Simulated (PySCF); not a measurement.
Species: C₄H₅N.
Bonds: C1–N2 (double), N2–C3, C3–C4 (double), C4–C5, C3–C5. Hydrogens: H6, H7 on C1; H8 on C4; H9, H10 on C5.

Method: PySCF, PBE0-D3(BJ)/def2-SVP geometry optimisation, gas phase; density fitting, grid level 1; the optimiser is geomeTRIC in internal coordinates, started from a GFN2-xTB structure.

Step 0: E = -5705.1002 eV
```
atom  x, y, z in Å  |  force x, y, z in eV/Å
C1      2.2644   -0.4276    1.1649   -0.020   0.010  -0.050
N2      1.1422   -0.0433    1.5841    0.099   0.077   0.739
C3     -0.0118    0.0206    0.9373   -0.977   0.231  -0.696
C4     -1.1268   -0.4718    0.4560    0.759   0.678   0.233
C5     -1.0963    1.0156    0.5879    0.377  -0.571   0.032
H6      2.4709   -0.7489    0.1432   -0.029  -0.138  -0.483
H7      3.0866   -0.4309    1.8654    0.585  -0.036   0.360
H8     -1.7595   -1.3104    0.3122   -0.593  -0.833  -0.132
H9     -1.6597    1.5119    1.3733   -0.287   0.247   0.459
H10    -0.9430    1.6353   -0.2901    0.085   0.335  -0.461
```

Step 1: E = -5705.1647 eV
```
atom  x, y, z in Å  |  force x, y, z in eV/Å
C1      2.2436   -0.4285    1.1782    0.097  -0.069  -0.099
N2      1.1482   -0.0218    1.6629   -0.141   0.133   0.049
C3     -0.0089    0.0622    0.9648    0.138  -0.166  -0.003
C4     -1.0864   -0.4768    0.4636   -0.115  -0.091  -0.058
C5     -1.0898    1.0194    0.5753   -0.026   0.153   0.079
H6      2.3685   -0.7373    0.1228   -0.022   0.025   0.060
H7      3.1266   -0.4796    1.8310   -0.023  -0.009  -0.020
H8     -1.7093   -1.3530    0.2911    0.092   0.070   0.031
H9     -1.6856    1.5164    1.3627   -0.005  -0.017  -0.062
H10    -0.9399    1.6495   -0.3180    0.005  -0.028   0.024
```

**Question.** Estimate the geometry and energy of step 2. (The exact step hangs on the optimiser's Hessian estimate; all steps are aligned on step 1, rigid shifts and turns removed.)

**Answer.** E = -5705.1667 eV, largest force 0.094 eV/Å
```
atom  x, y, z in Å  |  force x, y, z in eV/Å
C1      2.2403   -0.4274    1.1795    0.011  -0.052  -0.078
N2      1.1491   -0.0098    1.6669   -0.028   0.046   0.072
C3     -0.0052    0.0622    0.9658    0.025  -0.023   0.013
C4     -1.0812   -0.4775    0.4620   -0.024   0.026  -0.045
C5     -1.0874    1.0206    0.5771   -0.018   0.025   0.038
H6      2.3472   -0.7432    0.1261    0.026  -0.006   0.010
H7      3.1283   -0.4835    1.8235   -0.011   0.015   0.000
H8     -1.6969   -1.3547    0.2885    0.016  -0.015   0.009
H9     -1.6921    1.5125    1.3590   -0.003  -0.002  -0.016
H10    -0.9352    1.6513   -0.3141    0.006  -0.015  -0.003
```

The energy changes by -0.0020 eV. The first-order estimate −F·Δx gives -0.0035 eV and the mean of the old and new forces, exact on a quadratic surface, -0.0020 eV. The step makes an angle of 76° with the force vector and moves no atom by more than 0.022 Å.

The cost below is that of the whole optimisation. The run took 15 s wall on Arm Neoverse V1, one thread, no GPU (shared host), and the process peaked at 0.39 GiB of memory.
